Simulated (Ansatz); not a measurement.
C6H12 can be A, `C/C=C\C(C)C`, or B, `CC1CCCC1`.

Computed with Ansatz on PBE0-D4/def2-TZVP structures; ΔE is electronic, products minus reactants. CCSD(T)/CBS is the MP2 limit (def2-TZVPP, def2-QZVPP) plus CCSD(T) − MP2 in def2-TZVPP, frozen cores. Functionals use def2-TZVPP. B3LYP here is the variant with VWN-RPA as its local correlation; programs differ in this. One conformer a species, not always the lowest.

A:

```xyz
18

C     2.052    0.153    1.438
C     0.593    0.329    1.693
C    -0.404    0.216    0.820
C    -0.325   -0.116   -0.637
C    -0.880    1.034   -1.473
C    -1.083   -1.409   -0.928
H     2.602    1.065    1.693
H     2.275   -0.093    0.400
H     2.462   -0.643    2.068
H     0.330    0.579    2.719
H    -1.417    0.380    1.189
H     0.722   -0.266   -0.918
H    -0.836    0.800   -2.540
H    -1.926    1.228   -1.217
H    -0.319    1.955   -1.301
H    -2.137   -1.309   -0.651
H    -0.668   -2.246   -0.363
H    -1.040   -1.657   -1.992
```

B:

```xyz
18

C    -2.055    0.578    0.342
C    -0.720   -0.135    0.316
C    -0.207   -0.477   -1.080
C     1.273   -0.816   -0.876
C     1.700   -0.061    0.404
C     0.443    0.669    0.891
H    -2.001    1.515   -0.221
H    -2.845   -0.033   -0.104
H    -2.360    0.821    1.363
H    -0.803   -1.071    0.887
H    -0.311    0.410   -1.717
H    -0.769   -1.283   -1.559
H     1.399   -1.893   -0.740
H     1.878   -0.540   -1.742
H     2.047   -0.766    1.163
H     2.526    0.630    0.221
H     0.400    0.768    1.978
H     0.405    1.683    0.474
```

Problem. Which isomer does CCSD(T)/CBS put lower? Give the gap. (An estimate is asked.)

Solution. The calculation gave: B, by 58.8 kJ/mol.

Problem. Give E(B) − E(A) in kJ/mol with CCSD(T)/def2-TZVPP, B3LYP, MP2/def2-TZVPP, ωB97M-V, LDA (SPW92), r2SCAN-D4, PBE0-D4. (An estimate is asked.)

Solution. Ansatz gave: CCSD(T)/def2-TZVPP -60.1, B3LYP -40.7, MP2/def2-TZVPP -67.2, ωB97M-V -62.9, LDA (SPW92) -79.8, r2SCAN-D4 -58.5, PBE0-D4 -69.9. None reverses the order clearly.

Largest T1 diagnostic: 0.009.

Leaving LDA and LC-ωPBE aside and taking each functional with its dispersion term where it has one, the values, not all of them listed here, spread over 42.7 kJ/mol, from PBE-QIDH to BLYP-D4. LDA lies −24.6 kJ/mol from PBE without D4. The D4 term adds −4.4 kJ/mol with B3LYP and −1.9 kJ/mol with PBE0; it sums over pairs of atoms, weighted by their polarisabilities, and B3LYP, whose exchange is more repulsive, gets the larger term.
